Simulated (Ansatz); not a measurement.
We consider litharge PbO, described by G0W0@HSE06 (plane waves, hard PAW, contour deformation; Ansatz, a quantum-chemistry and plane-wave program).

The same calculation (at the measured cell, 19.842 Å³/atom) with different numerical settings; throughout: k mesh 2×2×2:

```tsv
run	response cutoff (eV)	empty bands	quasiparticle gap on the mesh (eV)	quasiparticle gap at Γ (eV)	rough time
1	100	331	1.798	3.377	3 core-min
2	150	608	1.956	3.499	9 core-min
3	200	936	2.057	3.574	20 core-min
4	250	1309	2.112	3.616	30 core-min
5	300	1720	2.147	3.643	60 core-min
```

In the column quasiparticle gap on the mesh (eV) the first row differs from the last by -0.349 and the next to last by -0.035.

The last row is no converged limit: other settings stay fixed.

Spin–orbit coupling is not included.

Note: filled d or f shells below the valence bands can shift G0W0 gaps through exchange with them, which wasn't tested here. Note: GW on a hybrid start was not checked against another program.
